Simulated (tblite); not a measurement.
C₅H₇ (doublet state).
SMILES with atom numbers: `[CH3:1][C:2]#[C:3][CH:4][CH3:5]` (hydrogens: H6, H7, H8 on C1; H9 on C4; H10, H11, H12 on C5)
Bond orders are those of one Lewis drawing.

Computed with GFN2-xTB (tblite), gas phase: L-BFGS steps from a force-field or distance-geometry start until the largest atomic force falls under 0.01 eV/Å.

The end geometry, which sets the zero of energy:
```
atom  x, y, z in Å
C1      2.6073    0.5316    0.0249
C2      1.2508    0.0451    0.0917
C3      0.1097   -0.3822    0.1572
C4     -1.1634   -0.8515    0.2261
C5     -2.3550   -0.0155   -0.0741
H6      2.6450    1.4755   -0.5202
H7      3.0020    0.6938    1.0309
H8      3.2451   -0.1957   -0.4814
H9     -1.3251   -1.8800    0.5135
H10    -3.0202    0.0329    0.7921
H11    -2.9333   -0.4496   -0.8940
H12    -2.0616    0.9948   -0.3487
```

**Question.** These geometries come from the run, each turned onto the end geometry. Order them by energy, lowest first.
A.
```
atom  x, y, z in Å
C1      2.6271    0.5317    0.0263
C2      1.3008    0.0530    0.0885
C3      0.0760   -0.4053    0.1657
C4     -1.1700   -0.8560    0.2231
C5     -2.3802   -0.0156   -0.0738
H6      2.6641    1.4774   -0.5192
H7      3.0353    0.7039    1.0276
H8      3.2850   -0.1801   -0.4818
H9     -1.3521   -1.8942    0.5170
H10    -3.0414    0.0380    0.7999
H11    -2.9500   -0.4501   -0.9038
H12    -2.0935    0.9965   -0.3515
```
B.
```
atom  x, y, z in Å
C1      2.6261    0.5320    0.0259
C2      1.2584    0.0362    0.0917
C3      0.1147   -0.3902    0.1626
C4     -1.1712   -0.8556    0.2240
C5     -2.3752   -0.0179   -0.0736
H6      2.6635    1.4777   -0.5194
H7      3.0337    0.7033    1.0278
H8      3.2831   -0.1809   -0.4816
H9     -1.3502   -1.8878    0.5150
H10    -3.0398    0.0365    0.7972
H11    -2.9496   -0.4500   -0.9007
H12    -2.0924    0.9959   -0.3510
```
C.
```
atom  x, y, z in Å
C1      2.6129    0.5293    0.0255
C2      1.2597    0.0335    0.0947
C3      0.1134   -0.3834    0.1577
C4     -1.1635   -0.8432    0.2254
C5     -2.3597   -0.0154   -0.0749
H6      2.6485    1.4727   -0.5183
H7      3.0130    0.6958    1.0268
H8      3.2604   -0.1877   -0.4793
H9     -1.3347   -1.8700    0.5100
H10    -3.0266    0.0255    0.7886
H11    -2.9413   -0.4549   -0.8883
H12    -2.0810    0.9971   -0.3498
```
D.
```
atom  x, y, z in Å
C1      2.6142    0.5289    0.0258
C2      1.2578    0.0335    0.0937
C3      0.1134   -0.3878    0.1602
C4     -1.1647   -0.8481    0.2251
C5     -2.3628   -0.0195   -0.0734
H6      2.6575    1.4748   -0.5183
H7      3.0240    0.6996    1.0257
H8      3.2719   -0.1828   -0.4796
H9     -1.3425   -1.8735    0.5108
H10    -3.0333    0.0308    0.7900
H11    -2.9464   -0.4512   -0.8923
H12    -2.0880    0.9945   -0.3497
```
E.
```
atom  x, y, z in Å
C1      2.6385    0.5303    0.0274
C2      1.2531    0.0364    0.0907
C3      0.1410   -0.3826    0.1628
C4     -1.1986   -0.8583    0.2211
C5     -2.3811   -0.0178   -0.0694
H6      2.6649    1.4798   -0.5204
H7      3.0366    0.7046    1.0266
H8      3.2854   -0.1776   -0.4810
H9     -1.3536   -1.9020    0.5194
H10    -3.0408    0.0389    0.8009
H11    -2.9503   -0.4513   -0.9075
H12    -2.0937    0.9989   -0.3525
```

**Answer.** C (0.002 eV), D (0.006 eV), B (0.015 eV), E (0.141 eV), A (0.343 eV).

In the order of the answer:

| step | E above end (eV) | largest force (eV/Å) | rms force component (eV/Å) | rms distance from end (Å) | rms bond change (Å) | bond most changed (Å) |
| --- | --- | --- | --- | --- | --- | --- |
| 7 | 0.002 | 0.08 | 0.037 | 0.012 | 0.001 | C1–H8 -0.002 |
| 5 | 0.006 | 0.12 | 0.052 | 0.017 | 0.001 | C1–C2 +0.003 |
| 3 | 0.015 | 0.25 | 0.102 | 0.023 | 0.007 | C1–C2 +0.014 |
| 0 | 0.141 | 4.82 | 1.069 | 0.031 | 0.024 | C3–C4 +0.064 |
| 1 | 0.343 | 7.21 | 1.693 | 0.031 | 0.031 | C2≡C3 +0.090 |

What follows is the cost of the whole relaxation. On Arm Neoverse V2, one thread, shared host with 96 logical CPUs at a one-minute load of 40, this took under 0.1 s of wall time.
